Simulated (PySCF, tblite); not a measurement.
# C3H6FN: a rotation path, then NMR shifts and spin-spin couplings on frames, part 3 of 3

tblite 0.8.0 and PySCF 2.14.0. Atoms count from 0.

**12. J couplings: image 8, B3LYP/pcJ-1**

Job settings and geometry (Å):

```
{"job": {"kind": "j", "xc": "B3LYP", "basis": "pcJ-1"}, "charge": 0, "multiplicity": 1}
C      1.352900     0.493700     0.605200
C      0.679400    -0.558500     0.182300
F      1.260500    -1.782700     0.226400
C     -0.717200    -0.623200    -0.377900
N     -1.427200     0.631800    -0.472900
H      2.354400     0.400000     0.983500
H      0.922900     1.477500     0.585200
H     -0.663900    -1.067200    -1.378700
H     -1.306000    -1.305400     0.246100
H     -0.925600     1.281700    -1.068500
H     -1.525000     1.055000     0.443400
```

Method: B3LYP/pcJ-1 indirect spin-spin coupling, non-relativistic, gas phase.

What it wrote:

```text
coarse grid: 9128 points
cycle   1  E = -272.3964722261  dE =  4.967e-01  |g| = 6.124e-01  |ddm| = 2.587e+00
cycle   2  E = -272.3301170456  dE =  6.636e-02  |g| = 8.663e-01  |ddm| = 9.908e-01
cycle   3  E = -272.4653037597  dE = -1.352e-01  |g| = 1.021e-01  |ddm| = 5.782e-01
cycle   4  E = -272.4674598684  dE = -2.156e-03  |g| = 4.604e-02  |ddm| = 1.261e-01
cycle   5  E = -272.4679372152  dE = -4.773e-04  |g| = 1.311e-02  |ddm| = 4.115e-02
cycle   6  E = -272.4679690190  dE = -3.180e-05  |g| = 4.089e-03  |ddm| = 1.099e-02
cycle   7  E = -272.4679726098  dE = -3.591e-06  |g| = 7.949e-04  |ddm| = 3.345e-03
final grid: 88456 points
cycle   8  E = -272.5084758847  dE = -1.081e-04  |g| = 8.125e-03  |ddm| = 2.670e-02
cycle   9  E = -272.5084627138  dE =  1.317e-05  |g| = 1.199e-02  |ddm| = 1.354e-02
cycle  10  E = -272.5084886987  dE = -2.598e-05  |g| = 1.059e-03  |ddm| = 8.211e-03
cycle  11  E = -272.5084888539  dE = -1.552e-07  |g| = 4.876e-04  |ddm| = 1.201e-03
cycle  12  E = -272.5084888925  dE = -3.854e-08  |g| = 1.345e-04  |ddm| = 3.931e-04
cycle  13  E = -272.5084888965  dE = -4.061e-09  |g| = 3.373e-05  |ddm| = 1.122e-04
cycle  14  E = -272.5084888968  dE = -2.615e-10  |g| = 1.006e-05  |ddm| = 2.985e-05
converged SCF energy = -272.5084888968

Indirect spin-spin couplings (Hz)
  i      j    bonds     total        FC       PSO       DSO        SD
  0 C    1 C    1     97.792   106.474    -8.920     0.237         -
  0 C    2 F    2     20.010    29.622   -19.743    -0.288    10.420
  0 C    3 C    2      6.901     7.226    -0.282    -0.042         -
  0 C    4 N    3      0.302     0.226     0.053     0.005     0.018
  0 C    5 H    1    167.624   166.255     0.673     0.696         -
  0 C    6 H    1    166.118   164.645     0.759     0.714         -
  0 C    7 H    3      3.554     3.568     0.400    -0.414         -
  0 C    8 H    3      3.560     3.574     0.399    -0.413         -
  1 C    2 F    1   -339.680  -331.440   -12.434     0.821     3.373
  1 C    3 C    1     50.419    51.843    -1.716     0.292         -
  1 C    4 N    2      2.344     1.910     0.390    -0.005     0.049
  1 C    5 H    2     -6.928    -5.192    -1.363    -0.373         -
  1 C    6 H    2      9.497    11.343    -1.545    -0.301         -
  1 C    7 H    2     -8.014    -8.007    -0.073     0.065         -
  1 C    8 H    2     -7.994    -7.987    -0.071     0.065         -
  1 C    9 H    3      0.791     0.934    -0.223     0.080         -
  1 C   10 H    3      0.751     0.896    -0.224     0.079         -
  2 F    3 C    2     28.475    34.367    -5.788    -0.039    -0.066
  2 F    4 N    3      4.921     4.624     1.228     0.147    -1.078
  2 F    5 H    3     17.718    22.955    -4.057    -0.315    -0.865
  2 F    6 H    3     43.824    48.144    -2.597    -2.379     0.656
  2 F    7 H    3     -2.845    -3.128     0.804    -0.142    -0.380
  2 F    8 H    3     -2.981    -3.276     0.817    -0.153    -0.369
  2 F    9 H    4     -2.038    -1.423     0.606    -1.292     0.072
  2 F   10 H    4     -2.034    -1.419     0.605    -1.296     0.075
  3 C    4 N    1     -3.969    -3.317     0.122    -0.076    -0.698
  3 C    5 H    3      6.051     6.164     0.376    -0.488         -
  3 C    6 H    3      1.979     2.047    -0.020    -0.049         -
  3 C    7 H    1    143.390   142.018     0.409     0.962         -
  3 C    8 H    1    143.291   141.918     0.411     0.962         -
  3 C    9 H    2     -2.857    -2.883     0.396    -0.370         -
  3 C   10 H    2     -2.884    -2.908     0.393    -0.368         -
  4 N    5 H    4     -0.360    -0.374    -0.146     0.153     0.007
  4 N    7 H    2     -2.562    -2.462    -0.200     0.086     0.013
  4 N    8 H    2     -2.527    -2.426    -0.200     0.085     0.013
  4 N    9 H    1    -68.408   -65.105    -2.824    -0.257    -0.222
  4 N   10 H    1    -68.398   -65.091    -2.827    -0.257    -0.223
  5 H    6 H    2     -5.083    -5.431     3.794    -3.446         -
  5 H    7 H    4     -2.069    -1.928     1.634    -1.775         -
  5 H    8 H    4     -2.099    -1.959     1.635    -1.776         -
  5 H    9 H    5     -0.153    -0.046     0.980    -1.087         -
  5 H   10 H    5     -0.152    -0.045     0.984    -1.091         -
  6 H    7 H    4     -2.299    -2.149     1.232    -1.381         -
  6 H    8 H    4     -2.315    -2.166     1.223    -1.373         -
  7 H    8 H    2    -19.585   -19.706     2.080    -1.958         -
  7 H    9 H    3      3.045     3.184     0.547    -0.686         -
  7 H   10 H    3     16.589    16.681     3.608    -3.699         -
  8 H    9 H    3     16.591    16.682     3.609    -3.701         -
  8 H   10 H    3      3.123     3.261     0.529    -0.667         -
  9 H   10 H    2     -7.680    -8.351     5.090    -4.418         -
```

It took 16 s on 1 thread of Arm Neoverse V2, shared host; peak memory 0.79 GiB.

This run: J(C1,F2) -339.7 Hz, J(C0,H5) 167.6 Hz, J(C0,H6) 166.1 Hz (means over like pairs).

**13. Side by side: NMR shifts**

Shifts (ppm) of some atoms, chosen among heavy atoms and hydrogens apart, with basis size and wall time:

```tsv
frame	C1	C0	C3	H10	H9	F2	N4	functions	time
image 0	181.5	93.9	50.1	1.41	0.38	-103.1	40.7	115	5.5 s
image 2	185.3	94.4	49.7	1.33	0.59	-86.0	51.4	115	5.3 s
image 4	186.5	94.6	48.5	0.93	0.92	-77.2	48.2	115	5.2 s
image 6	184.6	92.6	47.8	0.56	0.99	-89.2	36.1	115	5.4 s
image 8	183.3	91.2	47.6	0.66	0.67	-99.5	29.7	115	5.1 s
```

**14. Run by run: spin-spin couplings**

Couplings (Hz), each a mean over the pairs like the one named, with basis size and wall time:

```tsv
frame	C1–F2	C0–H6	C0–H5	C3–H7	C0–C1	N4–H9	C1–C3	functions	time
image 0	-328.0	167.9	166.0	144.1	92.9	-67.4	51.2	195	17 s
image 2	-339.8	165.8	167.5	144.2	93.4	-67.6	51.4	195	16 s
image 4	-345.9	164.4	168.9	143.9	95.0	-67.8	51.1	195	16 s
image 6	-343.2	164.9	168.4	143.6	97.2	-68.1	50.6	195	16 s
image 8	-339.7	166.1	167.6	143.3	97.8	-68.4	50.4	195	16 s
```

**15. Results**

This closing draws on all 3 parts.

| quantity | value |
| --- | --- |
| lowest and highest image | -0.025 and 0.019 eV |
| 13C shifts against TMS (PBE0/pcSseg-1, image 0) | 181.5, 93.9, 50.1 ppm |
| 1H shifts against TMS (PBE0/pcSseg-1, image 0) | 4.69, 4.46, 3.51, 3.28, 1.41, 0.38 ppm |
| 19F shifts against CFCl3 (PBE0/pcSseg-1, image 0) | -103.1 ppm |
| 15N shifts against NH3 (PBE0/pcSseg-1, image 0) | 40.7 ppm |
| largest coupling of the table (B3LYP/pcJ-1, image 0) | 1J(C,F) C1–F2, -328.0 Hz |
| range of the shift of F2 | -103.1 to -77.2 ppm |
| range of J(C1,F2), mean over like pairs | -345.9 to -328.0 Hz |

The band dips 0.6 kcal/mol below its start, so the start is not the lowest point of the turn; from the lowest image the climb to the highest is 1.0 kcal/mol (GFN2-xTB, rough). Shifts at one fixed geometry are not the observed spectrum, which averages over the motion. In the first frame run (image 0): The widest tensor belongs to F2: span 191 ppm, with a paramagnetic part of -203 ppm. In the run at B3LYP/pcJ-1, the largest coupling of the table is C1–F2, -328.0 Hz, of which the Fermi-contact term gives -320.8 Hz. Across the 5 runs the shift of F2 moves most, between -103.1 (image 0) and -77.2 ppm (image 4). The coupling C1–F2, as a mean over pairs of its kind, runs from -345.9 Hz (image 4) to -328.0 Hz (image 0).
